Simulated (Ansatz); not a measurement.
in.yaml

```yaml
crystal:
  periodic: [false, false, false]
  atoms:
    - {symbol: As, position_ang: [0.000000, -0.387542, 0.000000]}
    - {symbol: F, position_ang: [0.000000, 0.764150, -1.290593]}
    - {symbol: F, position_ang: [0.000000, 0.764150, 1.290593]}
basis:
  gaussian: {orbitals: cc-pVTZ}
total_charge: 1
magnetization: {spin_polarized: false}
correlation: {method: ccsdt_q, electrons: outside_noble_gas}
```

```sh
$ ansatz run in.yaml --threads 2 --pin off --events-out ev --progress --plain --max-ram 24576MiB --backend cuda --devices 0, --max-vram 18GiB
```

Output:

```
1264 factors; integrals over basis functions are off by at most 1.2e-7 eV
mean field evaluation 1: about -66193.1174 eV, gradient 7.5e1 eV
mean field evaluation 2: about -66193.1993 eV, gradient 7.5e1 eV
mean field evaluation 4: about -66202.1943 eV, gradient 3.4e0 eV
mean field evaluation 8: about -66202.2774 eV, gradient 4.5e-1 eV
mean field evaluation 16: about -66195.4315 eV, gradient 7.0e1 eV
mean field -66202.27892350 eV, -2432.8888769223 hartree, gradient 7.5e-6 eV, S^2 0.000000; 0 other end points of the search recorded, 0 dependent functions left out
16 core orbitals not correlated: weight in the atoms' cores, before any rotation towards them, 0.998 or more for the frozen orbitals, at most 0.002 for the correlated occupied ones
reference -66202.27892350 eV, -2432.8888769223 hartree; 9, 9 occupied and 78, 78 virtual orbitals, 1264 factors
second order -17.06322752 eV of doubles, -0.00000000 eV of singles
cycle   1  -16.41549971 eV  change    6.5e-1 eV  update   1.5e-1
cycle   2  -17.23187221 eV  change   -8.2e-1 eV  update   1.1e-1
cycle   3  -17.77751313 eV  change   -5.5e-1 eV  update   3.8e-2
cycle   4  -17.80019130 eV  change   -2.3e-2 eV  update   1.9e-2
cycle   5  -17.71605352 eV  change    8.4e-2 eV  update   1.1e-2
cycle   6  -17.70706628 eV  change    9.0e-3 eV  update   5.0e-3
cycle   7  -17.72073371 eV  change   -1.4e-2 eV  update   1.8e-3
cycle   8  -17.72434408 eV  change   -3.6e-3 eV  update   1.0e-3
cycle   9  -17.72241291 eV  change    1.9e-3 eV  update   3.1e-4
cycle  10  -17.72238789 eV  change    2.5e-5 eV  update   1.6e-4
cycle  11  -17.72203854 eV  change    3.5e-4 eV  update   7.2e-5
cycle  12  -17.72186961 eV  change    1.7e-4 eV  update   3.5e-5
cycle  13  -17.72190466 eV  change   -3.5e-5 eV  update   1.3e-5
cycle  14  -17.72189212 eV  change    1.3e-5 eV  update   7.8e-6
cycle  15  -17.72189013 eV  change    2.0e-6 eV  update   2.9e-6
cycle  16  -17.72189197 eV  change   -1.8e-6 eV  update   1.7e-6
perturbative correction -0.04337321 eV, -0.0015939359 hartree
Total energy: -66220.04418867 eV, -2433.5417383757 hartree
```

Ran on 2 threads of AMD EPYC 7R13 with a shared H100 80 GB, shared host: 14 s wall, 0.84 GiB peak host memory.
